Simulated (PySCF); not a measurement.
Q: Write Cartesian coordinates for `CCCCCO` (1-pentanol) as optimised with GFN2-xTB.

A: 
```
atom  x, y, z in Å
C1     2.742    0.157    0.414
C2     1.422    0.621   -0.189
C3     0.257   -0.282    0.213
C4    -1.063    0.187   -0.391
C5    -2.231   -0.710    0.018
O6    -3.453   -0.311   -0.556
H7     2.980   -0.852    0.083
H8     2.687    0.157    1.501
H9     3.551    0.816    0.111
H10    1.214    1.642    0.138
H11    1.506    0.633   -1.278
H12    0.171   -0.297    1.302
H13    0.461   -1.304   -0.116
H14   -0.990    0.194   -1.481
H15   -1.268    1.211   -0.064
H16   -2.065   -1.731   -0.334
H17   -2.312   -0.735    1.116
H18   -3.618    0.609   -0.317
```

Any rigid rotation of these coordinates is as good. Atoms count from 1 in this order. The 6 heavy atoms lie in one plane (0.008 Å rms). Of the pairs four or more bonds apart, H15···H18 is among the closest relative to their van der Waals radii: 2.44 Å, 102 % of the sum of Bondi's values.

Bonds between heavy atoms (Å): C1–C2 1.524, C2–C3 1.527, C3–C4 1.526, C4–C5 1.529, C5–O6 1.408.

Structure optimised with GFN2-xTB, isolated species.

Whether it is a minimum is left open (no frequencies). The numbers are those of one conformer (C1–C2–C3–C4 180°, C2–C3–C4–C5 180°, C3–C4–C5–O6 -179°, C4–C5–O6–H -56°).

The numbers are calculated, not measured.
